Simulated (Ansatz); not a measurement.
Zn (model structure, started from the beta-Sn type, I4₁/amd, No. 141, 2 atoms in the cell)

Computed with PBEsol in Ansatz (plane waves, PAW).

Numerical settings: plane-wave cutoff 500 eV, 30×30×30 k mesh, Fermi–Dirac smearing 0.1 eV, scalar-relativistic PAW data made under PBE.

Cell (relaxed at this level):

```
CELL_PARAMETERS angstrom
     -2.54218     2.54218     1.24424
      2.54218    -2.54218     1.24424
      2.54218     2.54218    -1.24424
ATOMIC_POSITIONS crystal
  Zn 0.75000 0.25000 0.50000
  Zn 0.00000 0.00000 0.00000
```

```json
{
 "band_gap": "zero (no gap)"
}
```

Note: the relaxation could raise the start's symmetry but not lower it, so the cell can be a saddle point.

The computed numbers hold no vibrational or temperature effects.

Computing time: around 8 core-minutes (rough).

A model structure was made by putting elements into a prototype or built by hand; it is no filed structure, need not be a known phase, and can be a saddle point held by its symmetry.

Ansatz is an electronic-structure program.
